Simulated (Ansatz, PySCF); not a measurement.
CH2O2, SMILES O=CO.

Geometry optimised at PBE0-D3(BJ)/def2-TZVP. One conformer was computed; it need not be the lowest.

Vertical ionisation energy (IE) and electron affinity (EA) in eV. Rows of orbital energies are one-electron estimates. Where ΔSCF, EOM or ADC give a negative EA the extra electron is unbound and the value depends on the basis.

```tsv
level	IE	EA
−ε(HOMO), −ε(LUMO), HF/def2-TZVPD (PySCF)	___	___
−ε(HOMO), −ε(LUMO), PBE/def2-TZVPD (PySCF)	6.94	1.45
ΔSCF, CAM-B3LYP/def2-TZVPD (Ansatz), final states of multiplicity 2 and 2	11.52	-1.13
ΔSCF, PBE/def2-TZVPD (Ansatz), final states of multiplicity 2 and 2	11.31	-0.97
```

Q: Fill in the missing entries. (An estimate is asked for; the answer gives what the named calculation found.)

A: 
- −ε(HOMO), −ε(LUMO), HF/def2-TZVPD (PySCF), IE: 12.92
- −ε(HOMO), −ε(LUMO), HF/def2-TZVPD (PySCF), EA: -1.54

Q: What vertical singlet–triplet gap does ΔSCF give with CAM-B3LYP/def2-TZVPD (Ansatz, a program for electronic structure) and with PBE/def2-TZVPD (Ansatz)? (Estimate from the structure and the level; the computed values follow.)

A: 5.30 and 5.36 eV (triplet above singlet where positive).
